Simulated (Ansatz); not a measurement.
**Si, pressure series**

The reference is Si in the diamond structure (space group Fd-3m, No. 227; a = 5.470 Å).

Cell and atoms are relaxed at each pressure.

The values are results of Ansatz (an electronic-structure program), PBE, PAW, cutoff 420 eV, scalar-relativistic without spin-orbit coupling, earlier PAW set, not measurements.

```json
[
 {"P (GPa)": "-1.99", "V (Å³/atom)": "20.945"},
 {"P (GPa)": "-1.00", "V (Å³/atom)": "20.693"},
 {"P (GPa)": "1.81", "V (Å³/atom)": "20.061"},
 {"P (GPa)": "4.22", "V (Å³/atom)": "19.592"},
 {"P (GPa)": "9.00", "V (Å³/atom)": "18.798"},
 {"P (GPa)": "18.00", "V (Å³/atom)": "17.640"},
 {"P (GPa)": "30.01", "V (Å³/atom)": "16.492"}
]
```

Fit a third-order Birch–Murnaghan equation of state.

Least squares on P(V) = (3B₀/2)[(V₀/V)^(7/3) − (V₀/V)^(5/3)]·[1 + (3/4)(B₀′ − 4)((V₀/V)^(2/3) − 1)] gives V₀ = 20.46 Å³/atom, B₀ = 90 GPa and B₀′ = 4.1.

Measured bulk modulus of Si: 100.8 GPa (static lattice; corrected from measurement; as listed in Jianwei Sun et al., Physical Review B (2011)); the computed value is 11 % below it.

Between the base and pressure 9 GPa the gap moves from 0.61 eV to 0.45 eV, a mean slope of -18 meV/GPa.

Load acts through the strain it causes; cell and atoms are relaxed under it. Whether these cells are dynamically stable was not tested. Measured, Si leaves this structure (for the β-tin structure) near 12 GPa (room temperature; as listed in arXiv:1906.07825).
